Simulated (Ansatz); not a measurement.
Basis-set extrapolation for `FC1(S)CO1` (PBE0-D4/def2-TZVP geometry, frozen core, Ansatz). Multiplicity 1, RHF reference.

```json
{"": "HF", "def2-TZVPP": "-649.374851", "def2-QZVPP": "-649.397326"}
{"": "MP2 correlation", "def2-TZVPP": "-0.981548", "def2-QZVPP": "-1.061180"}
{"": "CCSD(T) correlation", "def2-TZVPP": "-1.049425", "def2-QZVPP": "not run"}
```

Energies in hartree. Use E(X) = E(∞) + A·exp(−7.88·√X) for Hartree–Fock and E(X) = E(∞) + B·X^(−2.97) for correlation, with X = 3 and 4, and add CCSD(T) minus MP2 of the smaller set to the MP2 limit.

Task: What is the CCSD(T) energy at the basis-set limit?

Result: HF limit: -649.397326 + (-0.022475) × 0.13774 = -649.40042. MP2 limit: -1.061180 + (-0.079632) × 0.74074 = -1.12017. Higher-order term: -1.049425 − (-0.981548) = -0.06788. Total: -650.58847 hartree, 431.1 kJ/mol below CCSD(T)/def2-TZVPP.
